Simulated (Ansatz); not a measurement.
Reaction (substitution at a C–C bond): `C=C(F)/C=C/F` + CH₃SH → `C=C(F)SC` + `C=CF`

Isolated molecules relaxed with PBE0-D4/def2-TZVP in Ansatz; ΔE leaves out vibrations. CCSD(T)/CBS is the MP2 limit (def2-TZVPP, def2-QZVPP) plus CCSD(T) − MP2 in def2-TZVPP, frozen cores. This one scheme is used for every species. Functionals use def2-TZVPP. One conformer a species, not always the lowest.

```
   level  ΔE (kJ/mol)
PBE-QIDH         27.0
  r2SCAN         26.4
```

Task: What does CCSD(T)/CBS give? (An estimate is asked.)

Result: The calculation gave: +23.3 kJ/mol. The listed levels differ from it by 3.7, 3.1 kJ/mol.

Largest T1 diagnostic among the species: 0.012.

Leaving LDA and LC-ωPBE aside and taking each functional with its dispersion term where it has one, the values, not all of them listed here, spread over 8.2 kJ/mol, from revPBE-D4 to B97M-V. LDA lies +3.8 kJ/mol from PBE without D4. In def2-TZVPP, CCSD(T) changes the Hartree–Fock value by −7.5 kJ/mol (the triples alone add −1.8 kJ/mol) and MP2 by −9.9 kJ/mol.
